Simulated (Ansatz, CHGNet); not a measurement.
# How well does each level of theory give the formation enthalpy of 3C-SiC?

Reference value: -0.358 eV/atom (measured, 0 K, zero-point vibrations removed by harmonic ab initio phonons, 0 K static; as tabulated in Harl and Kresse (2009), doi:10.1103/physrevlett.103.056401).

```csv
level (code),value (eV/atom),error (eV/atom)
CHGNet-r²SCAN,-0.328,+0.030
LDA (Ansatz),-0.285,+0.073
PBE (Ansatz),-0.204,+0.154
revPBE (Ansatz),-0.171,+0.187
PBE-D4 (Ansatz),-0.286,+0.072
r²SCAN (Ansatz),-0.300,+0.058
LC-ωPBE (Ansatz),-0.441,-0.083
```

Once the reference is moved by up to 0.050 eV/atom (a margin picked here for doubts on the reference and the settings) and values within 0.010 eV/atom count as equal, the nearest can be CHGNet-r²SCAN (+0.030 eV/atom), r²SCAN (+0.058 eV/atom) or LC-ωPBE (-0.083 eV/atom).

Each level is taken at its own relaxed cell. Cutoffs and k meshes differ between the levels. Ansatz's density-functional and Hartree–Fock values are scalar-relativistic unless marked +SOC, with PAW data made under PBE.

Machine-learned potentials (CHGNet-r²SCAN) are trained on DFT data: a solid inside that data is no test of them.

Differences are worked out from the printed values.

Ansatz is a first-principles code.
